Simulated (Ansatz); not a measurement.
## AlH₄NSi, SMILES [NH]1[AlH][SiH2]1: a ladder of methods at one geometry, step by step

With Ansatz 0.2.0, Python API.

`alh4nsi.xyz`
```text
7

N    -0.74360   -0.00780   -0.79540
Al    0.29270   -1.36460   -0.08340
Si   -0.12000    0.79700    0.65600
H    -0.19780    0.42270   -1.63520
H     1.03600   -2.78210   -0.19860
H    -1.13010    1.03210    1.68150
H     0.92400    1.83470    0.32960
```

Run as a notebook:

**Cell 1**
```python
from pathlib import Path

import ansatz as az
import numpy as np
```

**Cell 2**
```python
BASIS = 'cc-pVDZ'
```

**Cell 3**
```python
system = az.Crystal.molecule_from_extxyz('alh4nsi.xyz')
```

**Cell 4**
```python
base = system.calculation().basis(gaussian=BASIS)

print('functional    E (Ha)        dipole (D)   HOMO (eV)  LUMO (eV)')
for name in ['hf', 'pbe0', 'lda', 'lc_wpbe', 'pbe']:
    rep = base.functional(name).forces().orbitals().run(threads=1, runs_dir='runs').report
    lines = Path(rep['orbitals_path']).read_text().splitlines()
    field_of = lambda key: [line.split('=')[1].strip() for line in lines if line.startswith(key)]
    orbitals = [(27.211386 * float(e), s, float(n)) for e, s, n in zip(field_of('Ene='), field_of('Spin='), field_of('Occup='))]
    homo = max(e for e, _, n in orbitals if n > 0.5)
    lumo = min(e for e, _, n in orbitals if n < 0.5)
    dipole = 4.803205 * np.linalg.norm(rep['charge_distribution']['dipole_moment_e_ang'])
    print(f'{name:10s} {rep["free_energy_ev"] / 27.211386246:14.6f} {dipole:9.3f} {homo:11.3f} {lumo:10.3f}')
```
Output:
```text
functional    E (Ha)        dipole (D)   HOMO (eV)  LUMO (eV)
hf            -587.570554     1.554      -7.441      1.259
pbe0          -588.723752     1.517      -5.317     -1.481
lda           -586.332386     1.515      -4.444     -2.399
lc_wpbe       -588.805631     1.553      -7.733      0.546
pbe           -588.667872     1.469      -4.354     -2.228
```

Total energies depend on the basis set; only differences at equal settings carry meaning. The geometry is a force-field or estimated start, not a minimum of this method, and the basis set is short of its limit. A lower total doesn't mark the better method: functionals have no common bound, and MP2 and coupled cluster aren't variational. Levels such as HOMO and LUMO are orbital energies: with these approximate functionals they aren't the ionisation energy and electron affinity, and their gap isn't the fundamental gap. For Al to Cl the sets with a tight d function, cc-pV(X+d)Z, are usual. Timing: 7.8 s on 1 thread of Arm Neoverse V2, with other jobs on the host, peak memory 0.2 GiB.
